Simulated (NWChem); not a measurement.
Species: silicon monoxide (SiO, singlet); SMILES [Si]=O

Results from NWChem. Low-valent species are run as closed-shell singlets; no triplet was tried in these runs. Geometry: optimised at PBE0-D3(BJ)/def2-TZVP.

For level LC-wPBE (HJS exchange hole, range parameter 0.4 per bohr)/def2-TZVP:

| Item | Result |
|---|---|
| highest occupied level (eV) | -11.53 |
| orbital gap (eV) | 11.78 |
| dipole (D) | 3.14 |

Question: Estimate the same quantities for level OLYP/def2-TZVP.

Answer: 
* **highest occupied level (eV)**: -7.24
* **orbital gap (eV)**: 4.64
* **dipole (D)**: 2.74
